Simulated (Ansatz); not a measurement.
We consider hcp Lu, described by rVV10 (PAW; Ansatz, a first-principles code).

Numerical settings: plane-wave cutoff 520 eV, 18×18×10 k mesh (along the axes of the cell as run), Fermi–Dirac smearing 0.05 eV, scalar-relativistic PAW data made under PBE.

Cell (relaxed at this level):

```cif
data_Lu2
_chemical_formula_sum 'Lu2'
_space_group_name_H-M_alt 'P 1'
_space_group_IT_number 1
_cell_length_a 3.48606
_cell_length_b 3.48606
_cell_length_c 5.43384
_cell_angle_alpha 90.000
_cell_angle_beta 90.000
_cell_angle_gamma 120.000
loop_
_space_group_symop_operation_xyz
  'x, y, z'
loop_
_atom_site_label
_atom_site_type_symbol
_atom_site_fract_x
_atom_site_fract_y
_atom_site_fract_z
_atom_site_occupancy
Lu1 Lu 0.33333 0.66667 0.25000 1
Lu2 Lu 0.66667 0.33333 0.75000 1
```

Q: Estimate the bulk modulus B0 and pressure derivative B′ of the bulk modulus that the calculation returns.

A: 
bulk modulus B0: 50.2 GPa
pressure derivative B′ of the bulk modulus: 3.5

The run finds no gap.

Measured, for comparison: bulk modulus 47.6 GPa (room temperature, no zero-point or thermal correction; as tabulated in Wikipedia's data pages). Computed (rounded) less measured: bulk modulus +5 %. A static lattice is as a rule a little smaller and stiffer than an uncorrected measurement, which narrows the difference in the bulk modulus and would widen misses of the other sign.

Note: the bulk modulus comes from volumes at which shape and atoms were relaxed.

Spin–orbit coupling is not included.

The computed numbers hold no vibrational or temperature effects.

Cost on a shared machine: about 8 core-minutes (a rough figure).
